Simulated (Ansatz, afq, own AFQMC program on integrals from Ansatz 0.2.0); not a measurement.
## Where AFQMC and coupled cluster stand for HBr⁺, doublet

```xyz
2

Br    0.0000    0.0000    0.0000
H     0.0000    0.0000    1.4206
```

Basis cc-pVDZ. Noble-gas cores (and the filled d shells of Ga–Kr and In–Xe) are frozen. AFQMC by an in-house program on the Cholesky factors that Ansatz 0.2.0 writes for its CCSD(T) run. ph-AFQMC/CISD is guided by a CISD state made of CCSD amplitudes; releasing the constraint for a short imaginary time cuts its bias at the price of noise, slowly where states lie close. Free AFQMC starts from the CCSD state and is never constrained. Its projection time is finite, and what remains of the start isn't in its error. Uncertainties: one standard error, sampling alone. No spin–orbit coupling.

Determinant: UHF, the one that the program's search chose, which needn't be the lowest solution. The geometry is a PBE0/def2-TZVP stationary point of this or a neighbouring charge and spin state.

Full CI on the same integrals is exact in this basis and with this determinant's frozen core.

Cautions: no relativity below Rb; no spin-orbit coupling; inner d shell frozen.

* T1 diagnostic: 0.0073
* weight of the determinant in the CISD state: 0.943
* ⟨S²⟩ of the determinant: 0.758
* size of the correlated space: 7 electrons in 18 orbitals

Reference: full CI, correlation energy -3.269 eV. The released energy is read at 2.40 1/Eh (meV from the phaseless value at times in 1/Eh: -3.8 ± 1.8 at 0.24, -3.5 ± 2.1 at 0.51, -2.2 ± 1.9 at 0.99, -3.4 ± 2.4 at 1.62, -2.4 ± 2.4 at 2.40).

| level | E − E(reference) (kcal/mol) | share of correlation (%) |
| --- | --- | --- |
| HF | 75.40 | 0.00 |
| MP2 | 12.96 | 82.82 |
| CCSD | 1.39 | 98.15 |
| CCSD(T) | 0.28 | 99.63 |
| CCSDT | 0.09 | 99.88 |
| CCSDT(Q) | 0.01 | 99.98 |
| CCSDTQ | 0.00 | 100.00 |
| ph-AFQMC/HF | 0.52 ± 0.45 | 99.31 |
| ph-AFQMC/CISD | 0.08 ± 0.06 | 99.90 |
| released AFQMC | 0.02 ± 0.06 | 99.97 |
| free AFQMC | -0.01 ± 0.08 | 100.02 |

CCSDT and higher add their correlation energy to the determinant of the CCSD(T) run, since their own runs factorise the integrals more tightly (a shift of under 2 meV). Free projections are given only where their last times agree within the noise and don't stop above the reference; a slow remainder of the start can still hide under it. A walk keeps the symmetry of its determinant, which the program's search chose and which needn't be the lowest solution, so a lower state of the same spin and another symmetry isn't excluded. Released energies are given only where the last usable release times agree within the noise; a slower fall can still hide under it.
